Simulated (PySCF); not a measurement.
**How methods differ on the ionisation energy of Li**

Li [He] 2s1 (2S) → Li⁺ 1s2 (1S), as a difference of total energies. Computed with PySCF 2.14 in aug-cc-pVDZ-DK, with scalar relativity by spin-free X2C-1e. The calculations carry no spin-orbit coupling.

```json
{"method": "UHF", "ionisation energy (eV)": "5.342"}
{"method": "LDA", "ionisation energy (eV)": "5.451"}
{"method": "PBE0", "ionisation energy (eV)": "5.564"}
{"method": "TPSS", "ionisation energy (eV)": "5.498"}
{"method": "CAM-B3LYP", "ionisation energy (eV)": "5.587"}
{"method": "M06-2X", "ionisation energy (eV)": "5.403"}
{"method": "TPSSh", "ionisation energy (eV)": "5.492"}
```

Q: Estimate what r2SCAN gives.

A: 5.385 eV, closest to M06-2X among the rows shown.

Q: Estimate what PBE gives.

A: 5.577 eV, closest to CAM-B3LYP among the rows shown.

For comparison: 5.392 eV (measured; NIST Atomic Spectra Database, ionization energies).
